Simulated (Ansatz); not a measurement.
## An input for [BF2]+ (SMILES F[B+]F)

The species is [BF2]+ (3 atoms), meant as a singlet with charge +1. SMILES: `F[B+]F`. The shape was relaxed beforehand at CCSD(T)/def2-TZVP.

```xyz
3

F     0.3312    1.1455    0.3091
B     0.0000    0.0000    0.0000
F    -0.3312   -1.1455   -0.3091
```

Settings wanted:

```
basis set            : def2-TZVP
core potential       : none
temperatures         : (298.15, 298.15, 1) K
task                 : frequencies
method               : CCSD(T)
reference            : RHF
relativity           : none
accuracy             : high
frozen core orbitals : 3
```

**Question.** Give an Ansatz 0.2.0 job that does this.

**Answer.** This one ran through:

input.yaml:
```yaml
crystal:
  periodic: [false, false, false]
  atoms:
    - {symbol: F, position_ang: [0.331160, 1.145535, 0.309053]}
    - {symbol: B, position_ang: [-0.000001, 0.000000, 0.000000]}
    - {symbol: F, position_ang: [-0.331169, -1.145535, -0.309053]}
basis:
  gaussian: {orbitals: def2-TZVP}
scf: {omitted_lower_state_checks: [cluster_reference]}
phonons: {temperatures: {t_min: 298.15, t_max: 298.15, t_step: 1}}
correlation: {method: ccsd_t}
accuracy: high
total_charge: 1
```

```bash
$ ansatz run input.yaml --threads 1 --pin off --max-ram 3480MiB --events-out events.jsonl --progress --plain --runs-dir runs
```

Calculated total energy: -223.99295 Eh, largest force 0.001 eV/Å.
